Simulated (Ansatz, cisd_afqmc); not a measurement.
Species: NH$_{4}$, charge 1, singlet. NH4+ (SMILES [NH4+]).
B3LYP-D3(BJ)/def2-TZVP minimum from Ansatz (a quantum-chemistry and plane-wave program):
```
N
H 1 1.0250
H 1 1.0250 2 109.47
H 1 1.0250 2 109.47 3 120.00
H 1 1.0250 2 109.47 4 120.00
```
Charge +1, spin multiplicity 1.

Total energies in cc-pVDZ, 8 correlated electrons, 1 frozen orbitals. Radicals and triplets start from unrestricted determinants; spin-orbit coupling is neglected. Correlated methods leave the cores frozen. No relativity. The Monte Carlo rows (phaseless AFQMC, CISD trial, step 0.005/hartree) carry one-sigma bars that omit the constraint's bias. Outlying blocks are dropped, and bars are widened where a walk drifts. Over all cases where full CI ran beside it in this data, AFQMC minus full CI had a median of +0.1 mEh and passed +0.4 mEh in a tenth of the cases.

```json
[
 {"method": "HF", "program": "Ansatz", "energy (Eh)": "-56.54493", "minus CCSDTQ (mEh)": "208.12"},
 {"method": "MP2", "program": "Ansatz", "energy (Eh)": "-56.73062", "minus CCSDTQ (mEh)": "22.44"},
 {"method": "CCSD", "program": "Ansatz", "energy (Eh)": "-56.74885", "minus CCSDTQ (mEh)": "4.20"},
 {"method": "CCSD(T)", "program": "Ansatz", "energy (Eh)": "-56.75253", "minus CCSDTQ (mEh)": "0.52"},
 {"method": "CCSDT(Q)", "program": "Ansatz", "energy (Eh)": "-56.75306", "minus CCSDTQ (mEh)": "-0.01"},
 {"method": "CCSDTQ", "program": "Ansatz", "energy (Eh)": "-56.75305", "minus CCSDTQ (mEh)": "0.00"},
 {"method": "AFQMC/CISD", "program": "cisd_afqmc", "energy (Eh)": "-56.7530 ± 0.0001", "minus CCSDTQ (mEh)": "0.1 ± 0.1"}
]
```

Rough core times of Ansatz's runs on a shared machine: CCSD(T) under 20 s, CCSDT(Q) under 20 s, CCSDTQ 70 s.
